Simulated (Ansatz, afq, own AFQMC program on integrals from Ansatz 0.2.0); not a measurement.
# HfS, singlet: AFQMC among the cluster methods

```yaml
atoms:
  - { symbol: Hf, position_ang: [0.0000, 0.0000, 0.0000] }
  - { symbol: S, position_ang: [0.0000, 0.0000, 2.1637] }
```

Basis def2-SVP with its core potentials. Only valence electrons are correlated. Integrals, coupled cluster, full CI and functionals: Ansatz 0.2.0; the random walks run on the same integrals in our own AFQMC program. The CISD trial takes its coefficients from CCSD amplitudes. Released means that phaseless walkers are propagated on without the constraint, phases kept. Error bars are statistical, one sigma. No spin–orbit coupling. The metal's outer-core s and p shells are frozen, which shifts wave-function levels against functionals.

Determinant: RHF, the one that the program's search chose, which needn't be the lowest solution. The geometry is a PBE0/def2-TZVP stationary point of this or a neighbouring charge and spin state.

No full CI on the walks' own integrals is used here; CCSDTQ serves as the reference and is uncertain by about the last step of the cluster series.

Cautions: no spin-orbit coupling; outer-core shells of the metal frozen; restricted determinant unstable towards unrestricted (UHF 86 meV lower, ⟨S²⟩ 0.50); (T) is large, 7 % of the CCSD correlation; released walk and highest rung disagree (by 30 meV at 3.00 1/Eh, later times being noisier); CCSDTQ on the UHF determinant differs (29 meV higher), by its state or its frozen core.

The T1 diagnostic is 0.0354, the weight of the determinant in the CISD state is 0.833 and the size of the correlated space is 10 electrons in 41 orbitals.

| level | correlation energy (eV) |
| --- | --- |
| MP2 | -5.6772 |
| CCSD | -5.9892 |
| CCSD(T) | -6.4093 |

Estimate where AFQMC with the constraint released lies against CCSD(T) on the same integrals.

0.28 ± 0.16 kcal/mol below CCSD(T). The gap is under twice the noise, so this walk alone can't tell the two apart.

Reference: CCSDTQ, correlation energy -6.451 eV. The released energy is read at 3.00 1/Eh, later times being too noisy (meV from the phaseless value at times in 1/Eh: -12 ± 4 at 0.60, -11 ± 5 at 1.20, -14 ± 7 at 2.00, -3 ± 7 at 3.00, -10 ± 12 at 4.20).

| level | E − E(reference) (kcal/mol) | share of correlation (%) |
| --- | --- | --- |
| CCSD(T) | 0.96 | 99.35 |
| CCSDT | 0.45 | 99.70 |
| CCSDT(Q) | -0.08 | 100.06 |
| ph-AFQMC/HF | -1.32 ± 0.59 | 100.89 |
| ph-AFQMC/CISD | 0.75 ± 0.12 | 99.49 |
| released AFQMC | 0.68 ± 0.16 | 99.54 |

CCSDT and higher add their correlation energy to the determinant of the CCSD(T) run, since their own runs factorise the integrals more tightly (a shift of under 2 meV). A walk keeps the symmetry of its determinant, which the program's search chose and which needn't be the lowest solution, so a lower state of the same spin and another symmetry isn't excluded. Released energies are given only where the last usable release times agree within the noise; a slower fall can still hide under it.
